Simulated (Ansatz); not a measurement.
# Al2B: the cost of one run

Computed with Ansatz 0.2.0, Gaussian basis. Level: def2-TZVPP, core rule «outside noble gas», up to 11 orbitals frozen.

Plan: UHF; ROHF; CCSD(T) on UHF.

## Step 1: What is computed

The geometry is a PBE0/def2-TZVP stationary point (not a proven minimum) of the parent state, kept for this charge and spin.

3 atoms, charge 0, spin multiplicity 6.

Atoms are counted from 1 here; the program's logs count them from 0.

Bond lengths: Al1–B2 2.078 Å, B2–Al3 2.078 Å. Angles: Al1–B2–Al3 90.5°.

## Step 2: UHF

in.yaml

```yaml
crystal:
  periodic: [false, false, false]
  atoms:
    - {symbol: Al, position_ang: [0.000000, -0.244231, 1.475660]}
    - {symbol: B, position_ang: [0.000000, 1.219080, 0.000000]}
    - {symbol: Al, position_ang: [0.000000, -0.244231, -1.475660]}
basis:
  gaussian: {orbitals: def2-TZVPP}
magnetization: {spin_polarized: true, initial_magnetization: 5}
hamiltonian: {xc: hf}
output: {orbitals: {seedname: orbitals}}
```

The run is started by

```sh
> ansatz run in.yaml --threads 1 --pin off --events-out ev --progress --plain --max-ram 2816MiB --backend cpu
```

Q: Estimate wall time and peak memory on 1 thread of AMD EPYC 7R13, shared host.

About 12 s, with a peak of 0.31 GiB.
